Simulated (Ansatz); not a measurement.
Relaxing Rb₂YGa₂

Method: Ansatz 0.2.0, DFT PBE, scalar-relativistic, plane waves, PAW. Cutoff 420 eV, Γ-centred k mesh, Gaussian smearing, no spin polarisation in the final step.

The start puts Rb₂YGa₂ on the ThCr2Si2 structure type (I4/mmm, No. 139), with Y in place of Th, Rb in place of Cr, Ga in place of Si, at a guessed volume.

```xyz
5
Lattice="-2.3775 2.3775 6.2380 2.3775 -2.3775 6.2380 2.3775 2.3775 -6.2380" Properties=species:S:1:pos:R:3 pbc="T T T"
Rb    2.3775    0.0000    3.1190
Rb    0.0000    2.3775    3.1190
Y     0.0000    0.0000    0.0000
Ga    0.0000    0.0000    7.8100
Ga    0.0000    0.0000    4.6660
```

Cell and atoms relax at zero pressure; the relaxation can't lower the symmetry of the start. After a coarse first stage the cell is made exact in the group found at 0.06 Å.

The zero of energy is the elements' standard structures at the same level; no fitted shifts are applied.

(1) Describe the relaxed structure.

(2) What are its volume, energy, density and gap?

Answers

(1) It keeps I4/mmm (No. 139), but not the shape of the type it started on. Conventional cell: a = 4.525 Å, c = 16.012 Å. Around Rb lie 4 Rb at 3.20 Å and 4 Ga at 3.57 Å; Y is coordinated by 8 Ga at 3.43 Å; around Ga lie 1 Ga at 2.48 Å.

```cif
data_structure
_symmetry_space_group_name_H-M 'I4/mmm'
_symmetry_Int_Tables_number 139
_cell_length_a 4.5248
_cell_length_b 4.5248
_cell_length_c 16.0122
_cell_angle_alpha 90.000
_cell_angle_beta 90.000
_cell_angle_gamma 90.000
_cell_volume 327.83
loop_
_atom_site_label
_atom_site_type_symbol
_atom_site_symmetry_multiplicity
_atom_site_Wyckoff_symbol
_atom_site_fract_x
_atom_site_fract_y
_atom_site_fract_z
_atom_site_occupancy
Rb1 Rb 4 d 0.50000 0.00000 0.25000 1
Y1 Y 2 a 0.00000 0.00000 0.00000 1
Ga1 Ga 4 e 0.50000 0.50000 0.07741 1
```

(2) The volume per atom is 32.78 Å³. The density is 4.04 g/cm³, the energy over the elements is 0.27 eV/atom and the gap on the 12×12×12 mesh is 0 eV (a metal).

The final run used a 12×12×12 mesh on its 5-atom cell and 0.10 eV smearing. For metals, differences of a few meV/atom aren't resolved. A structure relaxed within its symmetry needn't be a true minimum.

Cost: 3 runs of about 5 core-minutes in all, on Arm Neoverse V2 (shared hosts).